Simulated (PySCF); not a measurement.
# Name the molecule from its bond curve

A diatomic of charge 0 contains C. Its doublet curve at PBE0 in a triple-zeta basis (no relativity, PySCF), in eV from the separated fragments:

(R (Å), E (eV)): (0.968, -3.111), (1.013, -3.363), (1.058, -3.510), (1.092, -3.565), (1.126, -3.581), (1.160, -3.566), (1.205, -3.506), (1.261, -3.383), (1.329, -3.184), (1.419, -2.867)

The fit gives ωe = 2846 cm⁻¹ and the rotational constant Bₑ = 14.31 cm⁻¹.

Q: Which atom is the partner?

A: The minimum lies at 1.126 Å, so the reduced mass is 16.8576 u Å² cm⁻¹/(Bₑ·Re²) = 0.9291 u. With C at 12.00 u the partner weighs about 1.0 u: H. The molecule is CH.

The state is the lowest determinant that a PBE0 search found; another state may lie lower at other levels.
